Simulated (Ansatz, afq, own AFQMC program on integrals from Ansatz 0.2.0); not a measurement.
# AlBH3, doublet in cc-pVDZ, levels against CCSDT(Q)

```yaml
atoms:
  - { symbol: B, position_ang: [0.0000, 0.0000, 1.3781] }
  - { symbol: Al, position_ang: [0.0000, 0.0000, -0.6166] }
  - { symbol: H, position_ang: [0.0000, 1.0440, 1.9635] }
  - { symbol: H, position_ang: [0.0000, -1.0440, 1.9635] }
  - { symbol: H, position_ang: [0.0000, 0.0000, -2.2031] }
```

Connectivity, by distances: BH2–AlH.

Basis cc-pVDZ. Noble-gas cores (and the filled d shells of Ga–Kr and In–Xe) are frozen. Ansatz 0.2.0 and our own AFQMC program on the same integrals; the CISD trial comes from CCSD amplitudes, and released means the phaseless constraint is let go. Free projection: walkers drawn from exp(T), propagated without any constraint. Its projection time is finite, and what remains of the start isn't in its error. Error bars are statistical, one sigma.

Determinant: UHF, the one that the program's search chose, which needn't be the lowest solution. The geometry is a point of a scan.

No full CI on the walks' own integrals is used here; CCSDT(Q) serves as the reference and is uncertain by about the last step of the cluster series.

Cautions: the ph-AFQMC/CISD walk drifts between its halves (2.9 errors).

The T1 diagnostic is 0.0208 and the weight of the determinant in the CISD state is 0.888. The ⟨S²⟩ of the determinant is 0.762 and the size of the correlated space is 9 electrons in 41 orbitals.

| level | correlation energy (eV) |
| --- | --- |
| MP2 | -3.8330 |
| CCSD | -4.7677 |
| CCSD(T) | -4.9042 |

Question: Estimate where free-projection AFQMC lies against CCSD(T) on the same integrals.

Answer: 0.92 ± 0.40 kcal/mol below CCSD(T).

Reference: CCSDT(Q), correlation energy -4.945 eV. The released energy is read at 1.62 1/Eh, later times being too noisy (meV from the phaseless value at times in 1/Eh: -10 ± 10 at 0.24, -11 ± 10 at 0.51, -17 ± 10 at 0.99, -6 ± 12 at 1.62, -19 ± 19 at 2.40).

```
         level  E − E(reference) (kcal/mol)  share of correlation (%)
       CCSD(T)                         0.94                     99.18
         CCSDT                         0.17                     99.85
 ph-AFQMC/CISD                  0.01 ± 0.18                     99.99
released AFQMC                 -0.13 ± 0.29                    100.11
    free AFQMC                  0.02 ± 0.40                     99.99
```

Free projections are given only where their last times agree within the noise and don't stop above the reference; a slow remainder of the start can still hide under it. A walk keeps the symmetry of its determinant, which the program's search chose and which needn't be the lowest solution, so a lower state of the same spin and another symmetry isn't excluded. Released energies are given only where the last usable release times agree within the noise; a slower fall can still hide under it.
